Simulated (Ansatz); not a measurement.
# Forms of SiH$_{3}$O and their order

Ansatz 0.2.0, basis cc-pVDZ; geometries are PBE0/def2-TZVP minima. Wave-function levels freeze the cores; HF, MP2 and coupled cluster are restricted for singlets and unrestricted otherwise, Kohn–Sham unrestricted where that lies lower. The reference is CCSDT(Q) (coupled cluster only where its series has nearly closed). Semilocal and hybrid functionals correlate all electrons outside any core potential and usually lie nearer their basis limit than the reference, so part of their error here is the reference's basis and frozen-core error; RPA and the MP2 part of double hybrids freeze the same cores as the reference. None of these values is a measured one. Energies are electronic, without zero-point terms. The set is small: such energies can lie up to about 0.3 eV from the limit, spin gaps mostly less, so near ties and functionals' places can change in larger sets. No spin–orbit coupling and no scalar relativity. The species are chosen: bound, without strong static correlation by their natural occupations or amplitudes, and with a ladder that closes on the reference, so errors are smaller than for species at large; levels whose determinant breaks symmetry or spin markedly are left out.

A. doublet; O–Si 1.652, Si–H 1.487/1.497, O–H 0.958, angles at O 117°, angles at Si 106/110/111°. Coordinates (Å): Si -0.087 -0.032 0.579; O 0.088 0.100 -1.059; H 0.642 -1.228 1.108; H 0.486 1.219 1.145; H -0.119 -0.673 -1.586
B. doublet; O–Si 1.657, Si–H 1.485/1.493, angles at Si 101/110/112°. Coordinates (Å): Si 0.004 0.000 0.533; O -0.022 0.000 -1.124; H 1.476 0.000 0.783; H -0.620 1.218 1.110; H -0.620 -1.218 1.110

Q: From bonding and spin, estimate the order of these in energy at CCSDT(Q), each at its own geometry.

A: At CCSDT(Q), above the lowest of those listed: A (0.000 eV), B (1.053 eV).

```tsv
level	B less A (eV)
CCSDT(Q)	1.053
CCSD	1.027
CCSD(T)	1.054
CCSDT	1.047
PBE	1.167
r2SCAN	1.108
wB97M-V	1.073
B2PLYP	1.106
RPA-PBE	0.908
```

Every level shown puts the same form lowest.

The geometries are PBE0's, not this basis's own minima.
